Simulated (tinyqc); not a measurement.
UHF in the sto-6g basis, for H2O+, spin multiplicity 2, step by step. One step of it, computed by the program tinyqc.

Question. Iteration 25 (converged): orbitals. Diagonalise F' = X^T F X, C = X C', fill 5 alpha and 4 beta electrons from the bottom; D(s) = C_occ C_occ^T. Each column has its largest component positive (the first on a tie).

converged F(alpha) (hartree):
```
             1O 1s      1O 2s     1O 2px     1O 2py     1O 2pz      2H 1s      3H 1s
1O 1s   -21.245820  -5.139368   0.000000  -0.000594  -0.022626  -0.865204  -0.798955
1O 2s    -5.139368  -2.956897   0.000000  -0.004590  -0.124885  -0.980406  -0.924891
1O 2px    0.000000   0.000000  -1.071792   0.000000   0.000000   0.000000   0.000000
1O 2py   -0.000594  -0.004590   0.000000  -0.933582  -0.002215  -0.446142   0.429591
1O 2pz   -0.022626  -0.124885   0.000000  -0.002215  -0.956176  -0.461029  -0.444697
2H 1s    -0.865204  -0.980406   0.000000  -0.446142  -0.461029  -0.761361  -0.352595
3H 1s    -0.798955  -0.924891   0.000000   0.429591  -0.444697  -0.352595  -0.723051
```

converged F(beta) (hartree):
```
             1O 1s      1O 2s     1O 2px     1O 2py     1O 2pz      2H 1s      3H 1s
1O 1s   -21.213233  -5.093584   0.000000  -0.000578  -0.021985  -0.856474  -0.790857
1O 2s    -5.093584  -2.741361   0.000000  -0.005121  -0.100611  -0.942155  -0.890322
1O 2px    0.000000   0.000000  -0.180195   0.000000   0.000000   0.000000   0.000000
1O 2py   -0.000578  -0.005121   0.000000  -0.809629  -0.006278  -0.447847   0.433350
1O 2pz   -0.021985  -0.100611   0.000000  -0.006278  -0.854914  -0.460371  -0.445669
2H 1s    -0.856474  -0.942155   0.000000  -0.447847  -0.460371  -0.810281  -0.351145
3H 1s    -0.790857  -0.890322   0.000000   0.433350  -0.445669  -0.351145  -0.781790
```

X:
```
            1O 1s      1O 2s    1O 2px     1O 2py     1O 2pz      2H 1s      3H 1s
1O 1s    1.022221  -0.131398  0.000000  -0.000366  -0.006981   0.016854   0.016010
1O 2s   -0.131398   1.141147  0.000000   0.004857   0.071482  -0.214893  -0.197700
1O 2px   0.000000   0.000000  1.000000   0.000000   0.000000   0.000000   0.000000
1O 2py  -0.000366   0.004857  0.000000   1.057869   0.002557  -0.160153   0.152104
1O 2pz  -0.006981   0.071482  0.000000   0.002557   1.042483  -0.127288  -0.118829
2H 1s    0.016854  -0.214893  0.000000  -0.160153  -0.127288   1.126104  -0.073558
3H 1s    0.016010  -0.197700  0.000000   0.152104  -0.118829  -0.073558   1.112819
```

Give: F' = X^T F X; orbital energies; coefficients C; F' = X^T F X; orbital energies; coefficients C; D(alpha) after iteration 25; D(beta) after iteration 25.

Answer.

F' = X^T F X (alpha) (hartree):
```
          1        2        3        4        5        6        7
1  -20.9190  -2.5131   0.0000  -0.0009  -0.0360  -0.1168  -0.1009
2   -2.5131  -1.9598   0.0000   0.0043   0.0250  -0.3988  -0.3715
3    0.0000   0.0000  -1.0718   0.0000   0.0000   0.0000   0.0000
4   -0.0009   0.0043   0.0000  -0.7744   0.0037  -0.3536   0.3411
5   -0.0360   0.0250   0.0000   0.0037  -0.8384  -0.3012  -0.2868
6   -0.1168  -0.3988   0.0000  -0.3536  -0.3012  -0.3536  -0.0806
7   -0.1009  -0.3715   0.0000   0.3411  -0.2868  -0.0806  -0.3538
```

orbital energies (alpha) (hartree): MO1 -21.2489, MO2 -1.8419, MO3 -1.0753, MO4 -1.0718, MO5 -1.0239, MO6 -0.0397, MO7 0.0307

coefficients C (alpha):
```
            MO1      MO2      MO3     MO4      MO5      MO6      MO7
1O 1s    0.9968  -0.2374   0.0068  0.0000   0.0698   0.0871   0.0197
1O 2s    0.0145   0.9527  -0.0370  0.0000  -0.3647  -0.5898  -0.1405
1O 2px   0.0000   0.0000   0.0000  1.0000   0.0000   0.0000   0.0000
1O 2py   0.0001   0.0049   0.7852  0.0000  -0.0516   0.1380  -0.7278
1O 2pz   0.0023   0.1347   0.0468  0.0000   0.8349  -0.6214  -0.1366
2H 1s   -0.0028   0.0763   0.3217  0.0000   0.2096   0.5716   0.9391
3H 1s   -0.0026   0.0698  -0.2921  0.0000   0.2425   0.8775  -0.6335
```

F' = X^T F X (beta) (hartree):
```
          1        2        3        4        5        6        7
1  -20.8933  -2.4959   0.0000  -0.0008  -0.0389  -0.1169  -0.1010
2   -2.4959  -1.7257   0.0000   0.0038   0.0647  -0.3954  -0.3685
3    0.0000   0.0000  -0.1802   0.0000   0.0000   0.0000   0.0000
4   -0.0008   0.0038   0.0000  -0.6366  -0.0006  -0.3665   0.3556
5   -0.0389   0.0647   0.0000  -0.0006  -0.7265  -0.3109  -0.2979
6   -0.1169  -0.3954   0.0000  -0.3665  -0.3109  -0.4173  -0.0777
7   -0.1010  -0.3685   0.0000   0.3556  -0.2979  -0.0777  -0.4256
```

orbital energies (beta) (hartree): MO1 -21.2154, MO2 -1.6556, MO3 -1.0215, MO4 -0.9605, MO5 -0.1802, MO6 -0.0170, MO7 0.0451

coefficients C (beta):
```
            MO1      MO2      MO3      MO4     MO5      MO6      MO7
1O 1s    0.9974  -0.2258   0.0082   0.0861  0.0000   0.0943   0.0267
1O 2s    0.0119   0.8949  -0.0439  -0.4473  0.0000  -0.6118  -0.1805
1O 2px   0.0000   0.0000   0.0000   0.0000  1.0000   0.0000   0.0000
1O 2py   0.0001   0.0065   0.7105  -0.0463  0.0000   0.1999  -0.7880
1O 2pz   0.0021   0.1326   0.0502   0.7867  0.0000  -0.6714  -0.1803
2H 1s   -0.0023   0.1344   0.3955   0.2407  0.0000   0.5094   0.9327
3H 1s   -0.0021   0.1252  -0.3685   0.2930  0.0000   0.8785  -0.5579
```

D(alpha) after iteration 25:
```
          1O 1s    1O 2s  1O 2px   1O 2py   1O 2pz    2H 1s    3H 1s
1O 1s    1.0548  -0.2374  0.0000   0.0007   0.0289  -0.0041  -0.0042
1O 2s   -0.2374   1.0423  0.0000  -0.0056  -0.1778  -0.0157  -0.0112
1O 2px   0.0000   0.0000  1.0000   0.0000   0.0000   0.0000   0.0000
1O 2py   0.0007  -0.0056  0.0000   0.6192  -0.0056   0.2422  -0.2415
1O 2pz   0.0289  -0.1778  0.0000  -0.0056   0.7174   0.2003   0.1981
2H 1s   -0.0041  -0.0157  0.0000   0.2422   0.2003   0.1533  -0.0378
3H 1s   -0.0042  -0.0112  0.0000  -0.2415   0.1981  -0.0378   0.1490
```

D(beta) after iteration 25:
```
          1O 1s    1O 2s  1O 2px   1O 2py   1O 2pz    2H 1s    3H 1s
1O 1s    1.0532  -0.2291  0.0000   0.0005   0.0403  -0.0087  -0.0082
1O 2s   -0.2291   1.0030  0.0000  -0.0047  -0.2354  -0.0047  -0.0029
1O 2px   0.0000   0.0000  0.0000   0.0000   0.0000   0.0000   0.0000
1O 2py   0.0005  -0.0047  0.0000   0.5070   0.0001   0.2708  -0.2746
1O 2pz   0.0403  -0.2354  0.0000   0.0001   0.6390   0.2270   0.2286
2H 1s   -0.0087  -0.0047  0.0000   0.2708   0.2270   0.2325  -0.0584
3H 1s   -0.0082  -0.0029  0.0000  -0.2746   0.2286  -0.0584   0.2373
```
